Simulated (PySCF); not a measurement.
Compound: azulene radical anion, C10H8 (charge -1 and doublet state).
SMILES with atom numbers: `[cH:1]1[cH:2][cH:3][c:4]2[cH:5][cH:6][cH:7][c:8]-2[cH:9][cH:10]1` (hydrogens: H11 on C1; H12 on C2; H13 on C3; H14 on C5; H15 on C6; H16 on C7; H17 on C9; H18 on C10)

Cartesian coordinates in Å at the PBE0-D3(BJ)/def2-SVP level; atoms count from 1:
```xyz
18
C10H8 angstrom
C     -2.4284   -0.4866    0.0274
C     -2.0644    0.8594    0.2744
C     -0.8123    1.4401    0.3243
C      0.4672    0.8188    0.1359
C      1.7090    1.4827    0.2040
C      2.7409    0.5515   -0.0335
C      2.1440   -0.7071   -0.2523
C      0.7440   -0.5744   -0.1541
C     -0.2004   -1.6424   -0.3158
C     -1.5780   -1.5884   -0.2337
H     -3.5029   -0.7029    0.0407
H     -2.9079    1.5404    0.4523
H     -0.7814    2.5167    0.5350
H      1.8330    2.5498    0.4093
H      3.8125    0.7669   -0.0457
H      2.6662   -1.6442   -0.4650
H      0.2385   -2.6247   -0.5321
H     -2.0972   -2.5429   -0.3946
```

The hyperfine couplings belong to this conformer and change with its torsions.

As a line formula: azulene radical anion (`c1cccc2cccc-2c1`) [SMILES of the parent framework; charge -1 and doublet state].

Method used: UKS B3LYP, IGLO-III on C, pcH-1 on H, non-relativistic, mean-field spin-orbit, GIAO in PySCF 2.14.0. Whether the extra electron is bound in the gas phase wasn't checked; a finite basis holds it in any case. The SCF solution wasn't tested for stability. No frequencies were computed at this geometry's level, so the symmetric structure isn't shown to be a minimum.

The Mulliken spin populations are largest on C1 (+0.41), C9 (+0.27), C3 (+0.27) and C6 (+0.20). Four atoms exceed +0.15.

(1) Test a(H) = Q·ρ(C) for the protons on planar carbons with a spin population beyond ±0.08.

(2) Leave H18 and its like out of the fit. How well does the relation then predict its coupling?

## Answers

(1) 
| H | C | ρ(C) | a(H) (G) | a/ρ (G) |
| --- | --- | --- | --- | --- |
| H11 | C1 | +0.413 | -9.30 | -22.5 |
| H12 | C2 | -0.106 | +1.49 | -14.1 |
| H13 | C3 | +0.274 | -6.48 | -23.6 |
| H15 | C6 | +0.197 | -4.66 | -23.7 |
| H17 | C9 | +0.275 | -6.49 | -23.6 |
| H18 | C10 | -0.106 | +1.50 | -14.2 |

A least-squares line through the origin gives Q = -22.6 G with Mulliken populations. In McConnell's picture π spin on carbon polarises the C–H bond and leaves opposite spin at the proton, which makes Q negative, as found here. Where ρ is negative the coupling is positive.

(2) The other protons give Q = -23.1 G, so a = -23.1 × -0.106 = 2.45 G, against the computed 1.50 G.

Couplings in gauss use g_iso = 2.0026.

Time: 1.9 min. Hardware: x86-64 server, one thread, no GPU, on a shared host.
